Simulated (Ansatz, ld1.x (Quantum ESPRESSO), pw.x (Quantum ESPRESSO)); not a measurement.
## From atom to crystal: TM potential for Ce (Z = 58)

Ce, norm-conserving Troullier–Martins (Kleinman–Bylander form), made with ld1.x (Quantum ESPRESSO) 7.5 (LDA (PW92), scalar-relativistic). Core [Xe], reference 4f0 5d2 6s2 6p0. Waves: 6p (bound, empty): rc 3.70 bohr; 5d (bound): rc 3.65 bohr; 4f (bound, empty): rc 1.70 bohr; 6s (bound): rc 2.60 bohr. Local part: the s channel. Core correction: none.

Crystal test: sc Ce in pw.x 7.5, no spin, 12³ k-points, Fermi–Dirac smearing 0.01 Ry, cutoffs 45/180 Ry. The reference is all-electron LAPW (Ansatz 0.2.0) with the same functional, mesh and smearing; V0 and B0 come from Birch–Murnaghan fits to the pressures at five volumes. Errors are pseudo minus all-electron; Δ is the rms difference of the E(V) curves that follow from these fits, minima aligned, over ±6 % about the mean V0. Mesh and smearing are coarse, so the numbers serve the comparison and aren't converged zero-temperature values; the lattice is a test structure that the element need not adopt. Spin polarisation and strong correlation are left out, which matters for this element.

All-electron: a0 = 2.811 Å (V0 = 22.22 Å³/atom), B0 = 76.6 GPa.

How far does the potential miss the all-electron equation of state?

mean pressure error (GPa): +18.55. The pressure does not cross zero within the volumes sampled, so no fit is given. The largest radius (3.70 bohr) exceeds half the bond length (2.68 bohr), so the spheres overlap, which is one possible source of error among others. This is a poor potential for the solid. Atomic configuration tests: 3 of 9 tests not solved or not reliable. The logarithmic derivative shows an extra or strongly shifted pseudo pole above the reference energy (s near 1.02 Ry).

```csv
V (Å³/atom),P all-electron (GPa),P pseudo (GPa)
21.597,2.42,23.97
22.166,0.18,20.26
22.734,-1.61,16.95
23.302,-3.05,13.97
23.871,-4.22,11.33
```

At the middle volume, how do free energy and pressure move when the wave cutoff is lowered (ecutrho kept at four times it)?

| cutoff (Ry) | shift of F (meV/atom) | shift of P (GPa) |
| --- | --- | --- |
| 20 | +76.5 | +1.88 |
| 27 | +42.6 | +1.41 |
| 36 | +23.7 | +1.34 |

The run at the middle volume (84 k-points, 7 iterations) took about 7.5 s on one core of a shared host (Neoverse-V1, 64 threads, 495 GiB, load 30).
